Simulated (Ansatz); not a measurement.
**Structure relaxation of Ge2I**

These are results of Ansatz 0.2.0, DFT PBE, scalar-relativistic, plane waves, PAW, not measurements. Cutoff 420 eV, Γ-centred k mesh, Gaussian smearing, no spin polarisation in the final step.

This is the end of a relaxation of cell and atoms.

```xyz
3
Lattice="0.0000 3.5614 3.5614 3.5614 0.0000 3.5614 3.5614 3.5614 0.0000" Properties=species:S:1:pos:R:3 pbc="T T T"
Ge    1.7807    1.7807    1.7807
Ge    5.3422    5.3422    5.3422
I     0.0000    0.0000    0.0000
```

The zero of energy is the elements' standard structures at the same level; no fitted shifts are applied.

Problem. What space group does it have?

Solution. Fm-3m (No. 225). Conventional cell: a = 7.123 Å. Around Ge lie 4 I at 3.08 Å and 6 Ge at 3.56 Å; I is coordinated by 8 Ge at 3.08 Å.

Problem. What is its formation energy per atom?

Solution. 0.89 eV/atom.

Problem. Is it a metal?

Solution. Yes, bands cross the Fermi level on the 12×12×12 mesh.

The final run used a 12×12×12 mesh on its 3-atom cell and 0.10 eV smearing. For metals, differences of a few meV/atom aren't resolved. Spin–orbit coupling is left out. The cell came from a trial start, so Ge2I may not exist in this structure.

Cost: 3 runs of about 0.48 core-minutes in all, on AMD EPYC 7B13 (Zen 3) (shared hosts).